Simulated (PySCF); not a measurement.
**Which determinant of NO lies lowest?**

Unrestricted PBE0; basis N pcseg-1, O pcseg-1; no relativity; PySCF 2.14. Outer shells of the fragments: N 2s2 2p3; O 2s2 2p4.

Followed along the bond (rough minima from three points):

```
2Ms+1  unpaired  ⟨S²⟩ at the start  R at minimum (Å)  Te (eV)
    2       π ↑               0.75              1.15     0.00
    4     π ↑↑↑               3.76  none in the scan   ≤ 4.56
```

Solutions found at the starting distance of 1.255 Å, counted from the lowest of them; the search is not exhaustive and high or unbound solutions are not listed, so other states can lie among these:

```
2Ms+1   unpaired  term  E (eV)  ⟨S²⟩  ⟨Lz²⟩  μ (D)
    2        π ↑    ²Π    0.00  0.75   1.00  -0.28
    4      π ↑↑↑    ⁴Π    4.52  3.76   1.00   0.68
    4  σ ↑, π ↑↑   ⁴Σ⁻    4.93  3.76   0.00  -0.92
```

A term symbol is given only where ⟨S²⟩ and ⟨Lz²⟩ are close to those of a pure state; real π, δ and φ orbitals otherwise mix terms. A positive dipole means N(−)O(+).

Counting both spins, an empty level lies below a filled one in some of these solutions, because spin and occupation are held.
